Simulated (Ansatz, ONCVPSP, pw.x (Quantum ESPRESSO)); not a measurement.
# From atom to crystal: ONCV potential for Ba (Z = 56)

```json
{
 "Element": "Ba",
 "Generator": "ONCVPSP 4.0.1.1 (patched build)",
 "Type": "optimised norm-conserving Vanderbilt (ONCV)",
 "Functional": "PBE",
 "Relativity": "scalar-relativistic",
 "Frozen core": "[Kr] 4d10",
 "Valence charge": "10",
 "Reference configuration": "5s2 5p6 6s2",
 "Partial waves": "5s+6s: rc 2.45 bohr, ncon 4, nbas 7, qcut 3.9 1/bohr, 2 projectors; 5p: rc 2.70 bohr, ncon 4, nbas 8, qcut 4.3 1/bohr, 2 projectors, debl 2.5 Ha; d scattering state at 0.06 Ha: rc 2.75 bohr, ncon 4, nbas 8, qcut 3.8 1/bohr, 2 projectors, debl 0.5 Ha",
 "Local potential": "polynomial inside 2.20 bohr (lpopt 5, dvloc0 2 Ha)",
 "Core correction": "Teter function, fcfact 3, rcfact 1.6"
}
```

In the d channel the program set the typed energies aside and used 0.050, 0.550 Ha.

Atomic tests: cutoffs needed: 6.7 Ha and 15 Ha (the cutoffs (Ha) at which the residual kinetic energy of the hardest occupied pseudo-wave falls to 1 and 0.1 mHa per electron); ghost test: no bound ghost flagged; no localised positive-energy state flagged; largest excitation error: -54 meV (all-electron minus pseudo) for 5s2 5p5 6s2, out of 4 test configurations.

Crystal test: bcc Ba in pw.x 7.5, no spin, 9³ k-points, Fermi–Dirac smearing 0.01 Ry, cutoffs 50/200 Ry. The reference is all-electron LAPW (Ansatz 0.2.0) with the same functional, mesh and smearing; V0 and B0 come from Birch–Murnaghan fits to the pressures at five volumes. Errors are pseudo minus all-electron; Δ is the rms difference of the E(V) curves that follow from these fits, minima aligned, over ±6 % about the mean V0. Mesh and smearing are coarse, so the numbers serve the comparison and aren't converged zero-temperature values; the lattice is a test structure that the element need not adopt.

All-electron: a0 = 5.031 Å (V0 = 63.67 Å³/atom), B0 = 8.4 GPa.

**Question.** How far does the potential miss the all-electron equation of state?

**Answer.** mean pressure error (GPa): +0.05; a0 (Å): 5.041; a0 error (%): +0.20; B0 error (%): +2.0; Δ (meV/atom): 0.7.

| V (Å³/atom) | P all-electron (GPa) | P pseudo (GPa) |
| --- | --- | --- |
| 60.428 | 0.47 | 0.55 |
| 62.018 | 0.23 | 0.29 |
| 63.608 | 0.01 | 0.06 |
| 65.198 | -0.19 | -0.15 |
| 66.788 | -0.38 | -0.34 |

**Question.** At the middle volume, how do free energy and pressure move when the wave cutoff is lowered (ecutrho kept at four times it)?

**Answer.**

| cutoff (Ry) | shift of F (meV/atom) | shift of P (GPa) |
| --- | --- | --- |
| 22 | +9.8 | -0.04 |
| 30 | +6.1 | -0.00 |
| 40 | +1.6 | -0.02 |

The run at the middle volume (35 k-points, 6 iterations) took about 23 s on one core of a shared host (Neoverse-N1, 64 threads, 124 GiB, load 56).
